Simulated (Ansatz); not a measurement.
A nudged elastic band was laid between two geometries of AlH3 + H4Si (9 atoms, charge 0, multiplicity 1).

Method: RKS PBE0-D4/6-31G* in Ansatz.

- movable images: 6
- climbing image: no
- spring: 5.0 eV/Å²
- optimiser: quadratic models (default)
- start path: through a guess of the saddle point
- force threshold: 0.05 eV/Å
- iteration limit: 60
- end points: relaxed

Image 0:

```xyz
9
Properties=species:S:1:pos:R:3
Al -0.035 0.225 0.160
H 0.399 1.186 1.357
H 1.097 -0.534 -0.681
H -1.535 0.213 -0.384
Si 0.147 -2.710 1.100
H -0.345 -3.064 -0.251
H 1.622 -2.784 1.215
H -0.518 -3.531 2.147
H -0.289 -1.294 1.428
```

Image 7:

```xyz
9
Properties=species:S:1:pos:R:3
Al -0.105 -0.557 -0.127
H 0.200 0.775 1.642
H 1.153 0.219 -0.722
H -1.558 0.081 -0.280
Si 0.137 -2.831 0.767
H -0.262 -3.830 -0.272
H 1.537 -3.164 1.170
H -0.736 -3.079 1.955
H 0.176 0.092 1.959
```

Q: Which bonds break or form, and what moves?

A: Bonds broken: Al1–H2, Si5–H9. Bonds formed: Al1–Si5, H2–H9. AlH3 + H4Si becomes AlH5Si + H2.

Q: Give the energies along the band, and the barrier.

A: It converged. The highest image is number 4 of 0 to 7, 93.1 kJ/mol above the first end and 74.1 kJ/mol above the last; the last end lies 19.0 kJ/mol above the first. No image climbed, so the highest image needn't sit at the top of the path. The orbitals stay closed-shell, which can raise the energy where a bond breaks towards radicals; this wasn't checked here.

```tsv
image	path coordinate (Å)	energy (kJ/mol)	Al1–H2 (Å)	Si5–H9 (Å)	Al1–Si5 (Å)
0	0.00	0.0	1.60	1.52	3.09
1	0.59	1.2	1.59	1.51	3.15
2	1.17	9.6	1.59	1.51	3.08
3	1.75	73.1	1.64	1.66	2.78
4	2.34	93.1	1.81	2.11	2.54
5	2.92	31.3	2.07	2.58	2.45
6	3.51	19.2	2.23	3.08	2.46
7	4.09	19.0	2.24	3.16	2.46
```

Q: What is the geometry of the highest image?

A: 
```xyz
9
Properties=species:S:1:pos:R:3
Al -0.027 -0.253 -0.058
H 0.005 0.311 1.666
H 1.409 0.111 -0.607
H -1.507 0.049 -0.526
Si 0.134 -2.589 0.929
H -0.625 -3.314 -0.122
H 1.565 -3.014 0.931
H -0.441 -2.997 2.256
H 0.029 -0.597 1.623
```

Run time: 95 s on 1 thread of Arm Neoverse V1, on a shared host, peak memory 0.1 GiB.
